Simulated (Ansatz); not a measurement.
**Mg₂W: from a trial structure to a relaxed crystal**

Method: DFT PBE, scalar-relativistic, plane waves, PAW in Ansatz 0.2.0. Cutoff 420 eV, Γ-centred k mesh, Gaussian smearing, no spin polarisation in the final step.

The start is a random cell of Mg₂W with space group I4/mmm (No. 139), drawn with lower limits on the distances.

```xyz
6
Lattice="-3.4027 3.4027 2.6098 3.4027 -3.4027 2.6098 3.4027 3.4027 -2.6098" Properties=species:S:1:pos:R:3 pbc="T T T"
Mg    3.4027    1.5237    0.0000
Mg    1.5237    3.4027    0.0000
Mg    1.8789    0.0000    2.6098
Mg    0.0000    1.8789    2.6098
W     0.0000    0.0000    1.3049
W     0.0000    0.0000    3.9147
```

Cell and atoms relax at zero pressure; the relaxation can't lower the symmetry of the start. After a coarse first stage the cell is made exact in the group found at 0.06 Å.

The zero of energy is the elements' standard structures at the same level; no fitted shifts are applied.

Question: What does it relax into?

Answer: It keeps I4/mmm (No. 139). Conventional cell: a = 7.986 Å, c = 4.922 Å. Mg is coordinated by 2 W at 2.80 Å, 1 Mg at 2.88 Å, 4 Mg at 3.20 Å and 2 Mg at 3.61 Å; W has 1 W at 2.30 Å, 1 W at 2.63 Å and 4 Mg at 2.80 Å.

```
Mg W
1.0
    -3.99297    3.99297    2.46107
     3.99297   -3.99297    2.46107
     3.99297    3.99297   -2.46107
Mg W
4 2
Direct
  0.18046 0.50000 0.68046
  0.50000 0.18046 0.68046
  0.50000 0.81954 0.31954
  0.81954 0.50000 0.31954
  0.26670 0.26670 0.00000
  0.73330 0.73330 0.00000
```

Question: What are its volume, energy, density and gap?

Answer: The volume per atom is 26.16 Å³, the density is 4.92 g/cm³ and the energy over the elements is 1.17 eV/atom. The gap on the 10×10×10 mesh is 0 eV (a metal).

The final run used a 10×10×10 mesh on its 6-atom cell and 0.10 eV smearing. The k mesh leaves about 4 meV/atom of noise in metals. Spin–orbit coupling is left out. Symmetry constrained the relaxation, so the result can be a saddle point.

Cost: 2 runs of about 1.7 core-minutes in all, on Intel Xeon 6975P-C (Granite Rapids) (shared hosts).